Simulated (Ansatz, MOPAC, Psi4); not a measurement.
**A ladder of methods for F2 (fluorine)**

F2, singlet, SMILES `FF`. Each level relaxes the structure for itself.

Each level gives the harmonic wavenumber (cm⁻¹). The values are calculated.

| level | kind | program | value (cm⁻¹) |
| --- | --- | --- | --- |
| PM6-DH+ | semi-empirical | MOPAC | 914 |
| PM7 | semi-empirical | MOPAC | 1354 |
| SVWN5/def2-TZVP | LDA | Ansatz | 1065 |
| PBE-D3(BJ)/def2-TZVP | GGA | Ansatz | 997 |
| r2SCAN/def2-TZVP | meta-GGA | Ansatz | 1047 |
| PBE0-D4/def2-TZVP (density fitting) | global hybrid | Psi4 | 1100 |
| wB97X-V/def2-TZVP | range-separated hybrid | Ansatz | 1109 |
| CCSD/def2-TZVP | coupled cluster or CI | Ansatz | 1009 |

Harmonic and unscaled. The values span 914 to 1354 cm⁻¹.
